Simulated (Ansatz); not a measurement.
All numbers were calculated with Ansatz.

A structure relaxed at PBE0-D4/def2-TZVP, charge 0, multiplicity 1:

```json
{"atom": "N1", "x (Å)": "0.4631", "y (Å)": "0.4308", "z (Å)": "0.3608"}
{"atom": "B2", "x (Å)": "-0.4540", "y (Å)": "-0.3588", "z (Å)": "-0.3219"}
{"atom": "F3", "x (Å)": "-0.0666", "y (Å)": "-1.5476", "z (Å)": "-0.7970"}
{"atom": "H4", "x (Å)": "0.2239", "y (Å)": "1.3300", "z (Å)": "0.7374"}
{"atom": "H5", "x (Å)": "1.4167", "y (Å)": "0.1502", "z (Å)": "0.5179"}
{"atom": "H6", "x (Å)": "-1.5832", "y (Å)": "-0.0046", "z (Å)": "-0.4971"}
```

(1) Give its formula and SMILES.

(2) Point group (tolerance 0.08 Å, 0.16 Å for H)?

(3) Summarise the bond lengths by kind.

Results:

(1) BFH3N, `NBF`.

(2) Cs.

(3) 1 × B–N 1.389 Å; 2 × H–N 1.004 to 1.006 Å; 1 × B–F 1.338 Å; 1 × B–H 1.196 Å.
